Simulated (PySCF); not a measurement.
Si(OH)₂ (singlet). Level of theory: PySCF, PBE0, basis Si def2-SVP, O def2-SVP, H def2-SVP (no relativity, density fitting).

Harmonic bands of its minimum:

```csv
ω (cm⁻¹),IR (km/mol)
338,0.1
427,0.0
502,179
753,246
816,31.6
886,244
898,81.5
3916,2.5
3917,251
```

Problem. The central atom is Si. Infer the point group and assign the bands.

Solution. C2v. The modes span 4a1 + a2 + b1 + 3b2: 338 a1, 427 a2, 502 b1, 753 b2, 816 a1, 886 a1, 898 b2, 3916 a1, 3917 b2. The computed geometry has O–H 0.963 Å (×2), Si–O 1.666 Å (×2); H–O–Si 113.7° (×2), O–Si–O 97.6°.

Only a few start shapes were tried, so a lower isomer may exist.
